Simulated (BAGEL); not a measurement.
# singlet C2H6B+: a chain of runs

Wanted: a single-point energy (singlet C2H6B+, HF/cc-pVDZ), then the energy (doublet C2H6B, NEVPT2(3,3)/cc-pVDZ), then a single-point energy (doublet C2H6B, CASPT2(3,3)/cc-pVDZ) of C2H6B. 

The calculation is run with BAGEL 1.2.2.

3 further runs of the same task are left out: 3 set aside as unsound or not needed.

## Step 1: The system as given

C2H6B+ has 9 atoms, charge +1, and is taken as a singlet. SMILES of the parent species: `[CH2]BC`. The C3–H7 distance was set to 1.747 Å, away from the relaxed value. That shape belongs to the parent species and isn't relaxed for this state. At this shape a bond of the SMILES string is far longer than usual.

Bond lengths: C1–B2 1.531 Å, B2–C3 1.561 Å, C1–H4 1.088 Å, C1–H5 1.087 Å, B2–H6 1.202 Å, C3–H8 1.097 Å, C3–H9 1.097 Å. Angles: C1–B2–C3 122.9°, C1–B2–H6 118.3°, C3–B2–H6 118.8°, B2–C1–H4 122.7°, B2–C1–H5 123.3°, B2–C3–H8 109.8°, B2–C3–H9 110.0°, H4–C1–H5 113.9°, H8–C3–H9 104.4°. A long bond or contact: C3–H7 1.747 Å.

## Step 2: A single-point energy at HF/cc-pVDZ (density fitting with svp-jkfit) (run 1)

input.json

```json
{ "bagel": [

{
  "title": "molecule",
  "basis": "cc-pvdz.json",
  "df_basis": "svp-jkfit",
  "geometry": [
    { "atom": "C", "xyz": [ -0.95090830,  2.35161487, -1.45304821 ] },
    { "atom": "B", "xyz": [  0.99910009,  1.96894533,  0.64946107 ] },
    { "atom": "C", "xyz": [  1.62875684, -0.67837199,  1.78839901 ] },
    { "atom": "H", "xyz": [ -2.02143815,  0.79882692, -2.27375627 ] },
    { "atom": "H", "xyz": [ -1.39386010,  4.18767278, -2.26015024 ] },
    { "atom": "H", "xyz": [  2.09003898,  3.79404282,  1.45051598 ] },
    { "atom": "H", "xyz": [ -0.06897500, -3.20365270,  0.50550174 ] },
    { "atom": "H", "xyz": [  3.65284249, -1.07351373,  1.57032462 ] },
    { "atom": "H", "xyz": [  1.32488888, -0.65777398,  3.83931877 ] }
  ]
},
{
  "title": "hf",
  "charge": 1
},
{
  "title": "print",
  "file": "orbitals.molden",
  "orbitals": "true"
}

]}
```

The basis set cc-pVDZ is read from a file made from the Basis Set Exchange's data (not shown).

Command:

```
$ BAGEL_NUM_THREADS=1 BAGEL input.json > input.out
```

What it wrote:

```text
* using 1 threads per process

  ===============================================================
  ===============================================================

  *** Geometry ***

  { "atom" : "C", "xyz" : [     -0.950908,      2.351615,     -1.453048 ] },
  { "atom" : "B", "xyz" : [      0.999100,      1.968945,      0.649461 ] },
  { "atom" : "C", "xyz" : [      1.628757,     -0.678372,      1.788399 ] },
  { "atom" : "H", "xyz" : [     -2.021438,      0.798827,     -2.273756 ] },
  { "atom" : "H", "xyz" : [     -1.393860,      4.187673,     -2.260150 ] },
  { "atom" : "H", "xyz" : [      2.090039,      3.794043,      1.450516 ] },
  { "atom" : "H", "xyz" : [     -0.068975,     -3.203653,      0.505502 ] },
  { "atom" : "H", "xyz" : [      3.652842,     -1.073514,      1.570325 ] },
  { "atom" : "H", "xyz" : [      1.324889,     -0.657774,      3.839319 ] },

  Number of auxiliary basis functions:      333

  Since a DF basis is specified, we compute 2- and 3-index integrals:
    o Being stored without compression. Storage requirement is 0.014 GB

  Number of basis functions:       72
  Number of electrons      :       23

    * METHOD: MOLECULE                             0.11

  *** RHF ***

  === Nuclear Repulsion ===
    59.0664459793

      * DIIS with orbital gradients will be used.

  === RHF iteration (cc-pvdz.json) ===
      0       -103.31216865          0.01515487           0.02
      1       -103.41829674          0.00729620           0.02
      2       -103.43783765          0.00188467           0.02
      3       -103.44014431          0.00041187           0.02
      4       -103.44025794          0.00012785           0.02
      5       -103.44027107          0.00003090           0.02
      6       -103.44027163          0.00000589           0.02
      7       -103.44027165          0.00000124           0.02
      8       -103.44027166          0.00000070           0.02
      9       -103.44027166          0.00000043           0.02
     10       -103.44027166          0.00000014           0.02
     11       -103.44027166          0.00000003           0.02
     12       -103.44027166          0.00000001           0.02
     13       -103.44027166          0.00000000           0.02
    * SCF iteration converged.

    * Permanent dipole moment:
           (    0.986541,    -1.099782,     1.232624) a.u.

    * METHOD: HF                                   0.37

    * METHOD: PRINT                                0.01

  ===============================================================
```

Run time: 0.62 s. Hardware: 1 thread of Arm Neoverse V1, shared host; peak memory 0.14 GiB.

## Step 3: Doublet neutral C2H6B: the energy at NEVPT2(3,3)/cc-pVDZ (density fitting with svp-jkfit) (run 2)

Edit input.json of step 2 so:

```diff
@@ -18,11 +18,27 @@
 },
+{ "title": "hf", "charge": 1 },
 {
-  "title": "hf",
-  "charge": 1
+  "title": "casscf",
+  "nstate": 1,
+  "nact": 3,
+  "nclosed": 10,
+  "charge": 0,
+  "nspin": 1,
+  "active": [11, 12, 14],
+  "maxiter": 200,
+  "natocc": true
 },
 {
-  "title": "print",
-  "file": "orbitals.molden",
-  "orbitals": "true"
-}
+  "title": "nevpt2",
+  "nstate": 1,
+  "nact": 3,
+  "nclosed": 10,
+  "charge": 0,
+  "nspin": 1,
+  "active": [11, 12, 14],
+  "maxiter": 200,
+  "natocc": true,
+  "ncore": 3
+},
+{ "title": "print", "file": "orbitals.molden", "orbitals": true }
```

The basis set cc-pVDZ is read from a file made from the Basis Set Exchange's data (not shown).

Command:

```
$ BAGEL_NUM_THREADS=1 BAGEL input.json > input.out
```

What it wrote:

```text
* using 1 threads per process

  ===============================================================
  ===============================================================

  *** Geometry ***

  { "atom" : "C", "xyz" : [     -0.950908,      2.351615,     -1.453048 ] },
  { "atom" : "B", "xyz" : [      0.999100,      1.968945,      0.649461 ] },
  { "atom" : "C", "xyz" : [      1.628757,     -0.678372,      1.788399 ] },
[... 5 lines of this table left out ...]
  { "atom" : "H", "xyz" : [      1.324889,     -0.657774,      3.839319 ] },

  Number of auxiliary basis functions:      333

  Since a DF basis is specified, we compute 2- and 3-index integrals:
    o Being stored without compression. Storage requirement is 0.014 GB

  Number of basis functions:       72
  Number of electrons      :       23

    * METHOD: MOLECULE                             0.11

  *** RHF ***

  === Nuclear Repulsion ===
    59.0664459793

      * DIIS with orbital gradients will be used.

  === RHF iteration (cc-pvdz.json) ===
      0       -103.31216865          0.01515487           0.02
      1       -103.41829674          0.00729620           0.02
      2       -103.43783765          0.00188467           0.02
[... 10 lines of this table left out ...]
     13       -103.44027166          0.00000000           0.02
    * SCF iteration converged.

    * Permanent dipole moment:
           (    0.986541,    -1.099782,     1.232624) a.u.

    * METHOD: HF                                   0.37

  ---------------------------
      CASSCF calculation
  ---------------------------

    ==== Active orbitals : =====
         Orbital 11
         Orbital 12
         Orbital 14
    ============================

    * nstate   :      1
    * nclosed  :     10
    * nact     :      3
    * nvirt    :     59
  === CASSCF iteration (cc-pvdz.json) ===

    * Using the second-order algorithm

      0  0      -103.74833183     2.33e-02      0.01

      1  0      -103.81313767     2.04e-03      0.13
[... 17 lines of this table left out ...]
     10  0      -103.81629105     5.81e-09      0.10

    * Second-order optimization converged. *

     guess   0:   closed 1..                  open .1.

  === FCI iteration ===

      0  0      -103.77608394     5.49e-02      0.00
      1  0      -103.81612093     3.08e-03      0.00
      2  0      -103.81629099     3.65e-05      0.00
[... 4 lines of this table left out ...]
      7  0 *    -103.81629105     6.52e-16      0.00

     * ci vector, state   0, <S^2> = 0.7500
       2a.    -0.9714108335
       .a2    -0.2373959435

    * METHOD: CASSCF                               1.30

    * freezing 3 orbitals

  === DF-NEVPT2 calculation ===

    * 3-index integral transformation done
    * assembly done

      NEVPT2 correlation energy:   -0.3234470988      0.11

          (+0)     -0.2262217261
          (+0)'    -0.0193427274
          (+1)     -0.0132961151
          (+1)'    -0.0000382546
          (+2)     -0.0003869647
          (-1)     -0.0586912720
          (-1)'    -0.0001896827
          (-2)     -0.0052803563

      NEVPT2 total energy:       -104.1397381523

    * METHOD: NEVPT2                               0.16

    * METHOD: PRINT                                0.01

  ===============================================================
```

Run time: 2.1 s. Hardware: 1 thread of Arm Neoverse V1, shared host; peak memory 0.14 GiB.

## Step 4: Doublet neutral C2H6B: the energy at CASPT2(3,3)/cc-pVDZ (density fitting with svp-jkfit) (run 3)

input.json

```json
{ "bagel": [

{
  "title": "molecule",
  "basis": "cc-pvdz.json",
  "df_basis": "svp-jkfit",
  "geometry": [
    { "atom": "C", "xyz": [    -0.95090830,     2.35161487,    -1.45304821 ] },
    { "atom": "B", "xyz": [     0.99910009,     1.96894533,     0.64946107 ] },
    { "atom": "C", "xyz": [     1.62875684,    -0.67837199,     1.78839901 ] },
    { "atom": "H", "xyz": [    -2.02143815,     0.79882692,    -2.27375627 ] },
    { "atom": "H", "xyz": [    -1.39386010,     4.18767278,    -2.26015024 ] },
    { "atom": "H", "xyz": [     2.09003898,     3.79404282,     1.45051598 ] },
    { "atom": "H", "xyz": [    -0.06897500,    -3.20365270,     0.50550174 ] },
    { "atom": "H", "xyz": [     3.65284249,    -1.07351373,     1.57032462 ] },
    { "atom": "H", "xyz": [     1.32488888,    -0.65777398,     3.83931877 ] }
  ]
},

{
  "title": "hf",
  "charge": 1
},

{
  "title": "casscf",
  "nstate": 1,
  "nact": 3,
  "nclosed": 10,
  "nspin": 1,
  "active": [11, 12, 14],
  "maxiter": 200,
  "natocc": true
},

{
  "title": "print",
  "file": "orbitals.molden",
  "orbitals": true
},

{
  "title": "smith",
  "method": "caspt2",
  "ms": true,
  "xms": true,
  "sssr": true,
  "shift": 0.2,
  "shift_imag": true,
  "ncore": 3
}

]}
```

The basis set cc-pVDZ is read from a file made from the Basis Set Exchange's data (not shown).

Command:

```
$ BAGEL_NUM_THREADS=1 BAGEL input.json > input.out
```

What it wrote:

```text
* using 1 threads per process

  ===============================================================
  ===============================================================

  *** Geometry ***

  { "atom" : "C", "xyz" : [     -0.950908,      2.351615,     -1.453048 ] },
  { "atom" : "B", "xyz" : [      0.999100,      1.968945,      0.649461 ] },
  { "atom" : "C", "xyz" : [      1.628757,     -0.678372,      1.788399 ] },
[... 5 lines of this table left out ...]
  { "atom" : "H", "xyz" : [      1.324889,     -0.657774,      3.839319 ] },

  Number of auxiliary basis functions:      333

  Since a DF basis is specified, we compute 2- and 3-index integrals:
    o Being stored without compression. Storage requirement is 0.014 GB

  Number of basis functions:       72
  Number of electrons      :       23

    * METHOD: MOLECULE                             0.11

  *** RHF ***

  === Nuclear Repulsion ===
    59.0664459793

      * DIIS with orbital gradients will be used.

[... 6 lines left out ...]
    * SCF iteration converged.
[... 1 line left out ...]
    * Permanent dipole moment:
[... 28 lines left out ...]
    * Second-order optimization converged. *
[... 11 lines left out ...]
     * ci vector, state   0, <S^2> = 0.7500
[... 16 lines left out ...]
    * Zeroth order energy : state  0       -0.8735159912

    * CASPT2 iteration is performed using orthogonal basis

      -------------------------------------------  CASPT2 iteration  ---------------------------------------------------
       #      aibj      arbs      arbi      airj      risj      airs      arst      rist         Etot      error   time
      ------------------------------------------------------------------------------------------------------------------

       0  -0.22553  -0.00649  -0.06284  -0.01445  -0.00055  -0.01834  -0.00023  -0.00005   -0.3284871  0.0011593   0.05
       1  -0.22560  -0.00651  -0.06292  -0.01452  -0.00058  -0.01853  -0.00024  -0.00005   -0.3289552  0.0001624   0.04
       2  -0.22561  -0.00652  -0.06292  -0.01452  -0.00058  -0.01853  -0.00024  -0.00005   -0.3289652  0.0000276   0.04
       3  -0.22561  -0.00652  -0.06292  -0.01452  -0.00058  -0.01853  -0.00024  -0.00005   -0.3289655  0.0000046   0.04
       4  -0.22561  -0.00652  -0.06292  -0.01452  -0.00058  -0.01853  -0.00024  -0.00005   -0.3289655  0.0000007   0.05

      ------------------------------------------------------------------------------------------------------------------

    * CASPT2 energy : state  0     -104.1473589794
        w/o shift correction       -104.1452565568
        reference weight              0.8902112708

    * METHOD: SMITH                                0.34

  ===============================================================
```

Run time: 2.3 s. Hardware: 1 thread of Arm Neoverse V1, shared host; peak memory 0.14 GiB.

## Step 5: Summary of results

```
                                  quantity          value
           run 1, HF/cc-pVDZ: total energy  -103.44027 Eh
            run 1, HF/cc-pVDZ: HOMO energy      -15.78 eV
            run 1, HF/cc-pVDZ: LUMO energy       -7.91 eV
          run 1, HF/cc-pVDZ: HOMO–LUMO gap        7.86 eV
doublet neutral C2H6B, run 2: total energy  -104.13974 Eh
doublet neutral C2H6B, run 3: total energy  -104.14736 Eh
```
